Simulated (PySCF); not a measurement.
Rows and methods have been separated. Pair them.

C5H8.
Cartesian coordinates in Å at the PBE0-D3(BJ)/def2-TZVP level; atoms count from 1:
```
atom  x, y, z in Å
C1     1.930   -0.077   -0.482
C2     0.990    0.548    0.226
C3    -0.426    0.198    0.251
C4    -1.270    0.921    0.993
C5    -0.891   -0.967   -0.563
H6     1.706   -0.927   -1.116
H7     2.963    0.247   -0.447
H8     1.273    1.396    0.845
H9    -0.916    1.763    1.578
H10   -2.329    0.694    1.037
H11   -1.963   -1.125   -0.443
H12   -0.372   -1.883   -0.268
H13   -0.684   -0.809   -1.626
```

The closed-shell ground state was solved 3 times with PySCF (density fitting, gas phase), always in the aug-cc-pVTZ basis (414 functions), with these functionals: CAM-B3LYP, PBE0 and wB97X-D. The structure is a single PBE0-D3(BJ)/def2-TZVP conformer in the gas phase; no vibrational or solvent corrections.

| row | total energy (Eh) | HOMO (eV) | LUMO (eV) | dipole (D) |
| --- | --- | --- | --- | --- |
| P | -195.3066 | -8.48 | 0.82 | 0.29 |
| Q | -195.1301 | -6.73 | -0.86 | 0.29 |
| R | -195.2604 | -7.96 | 0.15 | 0.29 |

Task: Which functional belongs to which row?

Result: P = wB97X-D, Q = PBE0, R = CAM-B3LYP. By rising HOMO–LUMO gap: PBE0 (global hybrid, 25 % exact exchange) 5.87 eV; CAM-B3LYP (range-separated hybrid) 8.11 eV; wB97X-D (range-separated hybrid) 9.30 eV. Total energies of different functionals aren't bounds to one another; each is stationary for its own functional.

Note: wB97X-D ran without an empirical dispersion term, which enters the total energy and its gradient alone.
